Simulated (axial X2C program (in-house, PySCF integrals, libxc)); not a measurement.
# How long does BF⁺ take?

A bond scan computed with an in-house all-electron X2C program for linear molecules (integrals from PySCF). Basis: F dyall-av3z [7s6p3d2f], B dyall-v3z [7s6p2d1f] (cores contracted in-house).

Input:
```json
{
 "zs": [
  9,
  5
 ],
 "q": 1,
 "bas": [
  "dyall-av3z",
  "dyall-v3z"
 ],
 "levels": [
  "PBE0",
  "HF",
  "M06"
 ],
 "cc": true,
 "r0": 1.49,
 "thr": -2.0,
 "nmax": 90,
 "npts": 10,
 "nst": 2,
 "ntry": 6
}
```
```bash
python so2c.py task.json out
```

Keys: zs atomic numbers; q charge; bas basis sets; levels methods; cc coupled cluster on or off; r0 starting distance in Å; thr threshold in hartree for freezing inner shells (an s shell follows its p shell); nmax most natural virtual spinors; npts points on the curve; nst determinants followed; ntry starts of the search. HF also brings MP2.

Hardware: 1 thread of Intel(R) Xeon(R) Processor @ 2.30GHz (shared host).

Wall time of one point of each curve, integrals apart:

| Hamiltonian | level | points | seconds a point |
| --- | --- | --- | --- |
| spin-free | PBE0 | 10 | 0.19 |
| spin-free | HF | 10 | 0.071 |
| spin-free | CCSD(T) (9 electrons, 89 virtuals) | 7 | 3.6 |
| spin-free | M06 | 10 | 0.44 |
| 2c | PBE0 | 10 | 0.17 |
| 2c | HF | 10 | 0.072 |
| 2c | CCSD(T) (9 electrons, 90 virtuals) | 7 | 4 |
| 2c | M06 | 10 | 0.39 |

The rest:

Search with its distance optimisation 5.3 s, atoms 8.2 s, whole task 81 s. Coupled cluster runs on the points near the minimum only. The program drops outer points, and coupled cluster, when its time limit (not in the input) nears; MP2, further determinants and curves that did not converge are not in the table.
